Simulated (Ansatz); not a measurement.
One change: `COC(C)F` becomes `C#COC(C)F`.

Ansatz, PBE0-D4/def2-TZVP geometries, multiplicity 1. Each molecule was computed in one conformer, which needn't be the lowest.

```tsv
property	`COC(C)F`
HOMO energy (PBE/def2-TZVPP) / eV	-6.66
size of the dipole moment (ωB97M-V/def2-TZVPP) / D	1.54
HOMO–LUMO gap (PBE0/def2-TZVPP) / eV	9.81
LUMO energy (PBE0/def2-TZVPP) / eV	1.52
HOMO–LUMO gap (B3LYP/def2-TZVPP) / eV	9.21
LUMO energy (B3LYP/def2-TZVPP) / eV	1.15
```

Problem. What does the change do to each property? (Best estimate.)

Solution. Computed: 
| property | `C#COC(C)F` | shift |
| --- | --- | --- |
| HOMO energy (PBE/def2-TZVPP) / eV | -6.01 | 0.65 |
| size of the dipole moment (ωB97M-V/def2-TZVPP) / D | 2.27 | 0.73 |
| HOMO–LUMO gap (PBE0/def2-TZVPP) / eV | 8.50 | -1.31 |
| LUMO energy (PBE0/def2-TZVPP) / eV | 1.19 | -0.33 |
| HOMO–LUMO gap (B3LYP/def2-TZVPP) / eV | 7.92 | -1.29 |
| LUMO energy (B3LYP/def2-TZVPP) / eV | 0.83 | -0.32 |

With PBE0 the HOMO rises by 0.97 eV and the LUMO falls by 0.33 eV, so the gap narrows by about 1.30 eV. PBE moves the HOMO by 0.65 eV and ωB97M-V by 1.14 eV. Dipoles are sizes alone; their direction can turn.

B3LYP here is the variant with VWN-RPA as its local correlation; programs differ in this.
